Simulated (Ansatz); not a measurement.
**TaGa3 (I4/mmm)**

Level of theory: DFT r2SCAN, scalar-relativistic, plane waves, PAW (Ansatz).

Plane waves to 500 eV, a k mesh through Γ of 16×16×16 on the computed 4-atom cell and Gaussian smearing (0.10 eV); no spin polarisation.

The structure is relaxed at this level of theory with its symmetry kept. Whether it is the stable form of this composition wasn't checked.

Symmetry: I4/mmm, No. 139, tetragonal system. The conventional cell has a = 3.789 Å, b = 3.789 Å, c = 8.668 Å, α = 90.00°, β = 90.00°, γ = 90.00°. Ta (site symmetry 4/mmm) has 12 Ga at 2.68 to 2.88 Å as nearest neighbours. Ga (site symmetry -4m2) is surrounded by 8 Ga at 2.68 to 2.88 Å and 4 Ta at 2.88 Å. Ga (site symmetry 4/mmm) has 4 Ta at 2.68 Å and 8 Ga at 2.88 Å as nearest neighbours.

```
Volume per atom                                                   : 15.56 Å³
Formation energy from the elements' standard states (uncorrected) : -0.203 eV/atom
Generalised Kohn–Sham band gap                                    : none (metal)
Density of states at the Fermi level                              : 0.60 states/eV per cell
Löwdin character within 0.5 eV of the Fermi level                 : Ta 5d 58 %, Ga 4p 25 %, Ga 4s 11 %
Bader charges (e)                                                 : Ta (1 in the cell) 0.68, Ga (2 in the cell) -0.20, Ga (1 in the cell) -0.29
```

Spin-orbit coupling is left out, which matters for the bands of heavy elements.